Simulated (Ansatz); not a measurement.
Stretch profile

Si₂H₅ (SMILES [SiH2][SiH3]), doublet, at its PBE0-D4/def2-TZVP minimum:

```xyz
7
angstrom
Si -0.2096 -1.3612 -0.1911
Si 0.3579 0.8892 -0.0620
H -0.0026 -2.1239 1.0703
H -1.5736 -1.6246 -0.7256
H 0.2100 1.5028 -1.4080
H -0.4958 1.6431 0.8986
H 1.7749 1.0068 0.3722
```

The bond length Si1–Si2 (2.324 Å at the minimum) is set to the values below, with the rest relaxed at PBE0-D4/def2-TZVP at each step. Each method's energies count from its own value at the PBE0-D4 minimum structure. 2 of 9 computed points, where the reference changed state or T1 grew large, are left out. Computed with Ansatz 0.2.0 (basis: def2-TZVPP); correlated methods freeze the cores; orbitals are unrestricted. B3LYP uses VWN-RPA correlation.

CCSD(T) energies along the scan:
```csv
bond length (Å),CCSD(T) (kcal/mol)
2.046,14.74
2.126,6.90
2.245,1.07
2.383,0.27
2.536,3.94
2.702,10.87
2.877,19.64
```
They count from the CCSD(T) energy at the PBE0-D4 minimum.

Minimum and curvature along this coordinate at CCSD(T): A fifth-order fit through the nearest points gives 2.334 Å, with a curvature of about 11 eV/Å².

Largest difference from the CCSD(T) curve over the scan: PBE0-D4 1.39; B3LYP-D4 1.90; wB97M-V 1.75; HF 2.90 kcal/mol. Each curve counts from its own value at the minimum.

The T1 diagnostic stays at or below 0.016. ⟨S²⟩ of the unrestricted Hartree–Fock references: 0.76 (a pure state has 0.75).

For scale, one of the runs: CCSD(T)/def2-TZVPP, 154 basis functions (an equivalent command: `ansatz run in.yaml --threads 2`). The run took 93 s on 2 CPU threads (shared host), with 2.1 GiB of host memory at its peak.
